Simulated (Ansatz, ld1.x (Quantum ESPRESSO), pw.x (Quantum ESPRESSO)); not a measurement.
# cadmium (sc): variants of one TM potential in the solid

- Element: Cd (Z = 48)
- Generator: ld1.x (Quantum ESPRESSO) 7.5
- Type: norm-conserving Troullier–Martins (Kleinman–Bylander form)
- Functional: LDA (PW92)
- Relativity: scalar-relativistic
- Frozen core: [Kr]
- Valence charge: 12
- Reference configuration: 4d10 5s2 5p0
- Partial waves: 5s (bound): rc 2.45 bohr; 5p (bound, empty): rc 2.20 bohr; 4d (bound): rc 1.30 bohr
- Local potential: all-electron potential smoothed inside 2.00 bohr (lloc = -1)
- Core correction: none

Crystal test: sc Cd in pw.x 7.5, no spin, 12³ k-points, Fermi–Dirac smearing 0.01 Ry, cutoffs set for each file from its atomic test. The reference is all-electron LAPW (Ansatz 0.2.0) with the same functional, mesh and smearing; V0 and B0 come from Birch–Murnaghan fits to the pressures at five volumes. Errors are pseudo minus all-electron; Δ is the rms difference of the E(V) curves that follow from these fits, minima aligned, over ±6 % about the mean V0. Mesh and smearing are coarse, so the numbers serve the comparison and aren't converged zero-temperature values; the lattice is a test structure that the element need not adopt.

All-electron: a0 = 2.855 Å (V0 = 23.28 Å³/atom), B0 = 51.1 GPa.

Base: Note: ghost state, extra bound levels that the all-electron valence spectrum of the same l lacks: s at -0.16 eV. A true bound ghost makes a file unfit for plane-wave use. The logarithmic derivative shows an extra or strongly shifted pseudo pole above the reference energy (s near -0.01 Ry, p near 1.73 Ry).

A dash in a converged row means that the minimum lies outside the volumes sampled.

```tsv
change	cutoffs (Ry)	pw.x	a0 (Å)	a0 error (%)	B0 error (%)	Δ (meV/atom)	mean pressure error (GPa)
base	170/680	converged; bound ghost	2.845	-0.34	+2.1	2.7	-0.53
local potential the d channel	145/580	converged; bound ghost	–	–	–	–	-59.62
wave 5p (bound): rc 2.20 bohr becomes 5p (bound): rc 1.90 bohr	170/680	converged; bound ghost	2.843	-0.43	+3.0	3.4	-0.67
wave 5s (bound): rc 2.45 bohr becomes 5s (bound): rc 2.98 bohr	170/680	converged; bound ghost	2.838	-0.61	+2.8	4.9	-0.94
local potential all-electron potential smoothed inside 1.40 bohr (lloc = -1)	145/580	converged; bound ghost	–	–	–	–	-39.57
```
